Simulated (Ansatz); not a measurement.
A calculation with Ansatz (development build ahead of 0.2.0).

```yaml
crystal:
  periodic: [false, false, false]
  atoms:
    - { symbol: C, position_ang: [0.0, 0.0, 0.0] }
    - { symbol: H, position_ang: [0.62959, 0.62959, 0.62959] }
    - { symbol: H, position_ang: [-0.62959, -0.62959, 0.62959] }
    - { symbol: H, position_ang: [-0.62959, 0.62959, -0.62959] }
    - { symbol: H, position_ang: [0.62959, -0.62959, -0.62959] }
basis:
  gaussian: { orbitals: cc-pVTZ }
hamiltonian:
  xc: hf
correlation:
  method: mp2
  frozen_orbitals: { C: 1, H: 0 }
```

The input is written out in the form of the current development build from the run's settings.

The run gave:

```yaml
Converged: yes
Reference_energy: -40.21328 hartree
Correlation_energy: -0.19832 hartree
Total_energy: -40.41160 hartree
Spin_squared_of_the_determinant: 0.000
Stability_test: minimum among restricted orbitals
Occupied_orbitals_by_symmetry_in_an_Abelian_subgroup_alpha;_beta: 3 A1 1 B1 1 B2; 3 A1 1 B1 1 B2
```
